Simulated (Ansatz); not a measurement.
Frontier orbitals of C₂H₃ClFN (`FC/N=C/Cl`).

Z-matrix (Å, degrees):
```
C
N 1 1.413
F 1 1.384 2 114.6
H 1 1.094 2 108.7 3 120.4
H 1 1.094 2 108.7 3 -120.4
C 2 1.246 1 120.5 3 0.0
Cl 6 1.724 2 121.0 1 -180.0
H 6 1.088 2 126.5 1 -0.0
```

Charge 0, multiplicity 1. Geometry: relaxed with PBE0-D4/def2-TZVP. It is one conformer, not always the lowest. Basis def2-TZVPP, the Gaussian-basis code of Ansatz.

```json
{"functional": "PBE", "HOMO (eV)": "-7.10", "LUMO (eV)": "-1.86", "gap (eV)": "5.24"}
{"functional": "BLYP", "HOMO (eV)": "-6.99", "LUMO (eV)": "-1.74", "gap (eV)": "5.25"}
{"functional": "r2SCAN", "HOMO (eV)": "-7.46", "LUMO (eV)": "-1.69", "gap (eV)": "5.77"}
{"functional": "PBE0", "HOMO (eV)": "-8.49", "LUMO (eV)": "-0.82", "gap (eV)": "7.67"}
{"functional": "HSE06 (plane-wave form)", "HOMO (eV)": "-8.09", "LUMO (eV)": "-1.20", "gap (eV)": "6.89"}
{"functional": "BHLYP", "HOMO (eV)": "-9.66", "LUMO (eV)": "0.36", "gap (eV)": "10.02"}
{"functional": "CAM-B3LYP", "HOMO (eV)": "-9.84", "LUMO (eV)": "0.36", "gap (eV)": "10.20"}
{"functional": "LC-ωPBE", "HOMO (eV)": "-11.22", "LUMO (eV)": "1.56", "gap (eV)": "12.78"}
{"functional": "ωB97M-V", "HOMO (eV)": "-10.69", "LUMO (eV)": "1.42", "gap (eV)": "12.11"}
```

Against PBE, PBE0 changes HOMO and LUMO by −1.39 and +1.05 eV, ωB97M-V by −3.59 and +3.29 eV. A gap of 5.24 eV thus becomes 12.12 eV for the same molecule, so an orbital gap means little without its functional. A positive LUMO is unbound and depends on the basis.

LC-ωPBE has ω = 0.4 bohr⁻¹.
